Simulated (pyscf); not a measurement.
Elementary routes open to H₃C–O–CH₃ (SMILES COC) + H• (SMILES [H]) in the gas phase (doublet surface):
A. •H₂C–O–CH₃ (SMILES [CH2]OC) + H₂ (SMILES [H][H]) (C–H broken; H–H formed)
B. CH₃• (SMILES [CH3]) + H₃C–OH (SMILES CO) (C–O broken; H–O formed)
C. CH₄ (SMILES C) + H₃C–O• (SMILES C[O]) (C–O broken; C–H formed)

Optimised with ωB97X-D3(BJ)/def2-SVP in PySCF.

Question: Rank the routes by free-energy barrier at 900 K, lowest first, for ωB97M-D3(BJ)/def2-TZVP energies (ideal gas, 1 atm, RRHO with modes under 100 cm⁻¹ raised to 100, one conformer, R ln 2 for chiral ones without a mode under 150 cm⁻¹).

Answer: A (23.8 kcal/mol), B (44.8 kcal/mol), C (49.8 kcal/mol)

Route A is the fastest of these, ahead of the next by 20.9 kcal/mol. The most stable products are those of C (ΔG = -31.7 kcal/mol), whose barrier is 26.0 kcal/mol higher: the kinetic and the thermodynamic product differ. At 298 K A is still the fastest. Only these routes are compared; each barrier is that of the saddle found, and lower ones may exist. The orbital near-degeneracy of the XH₃O or XH₃S radical is left out.
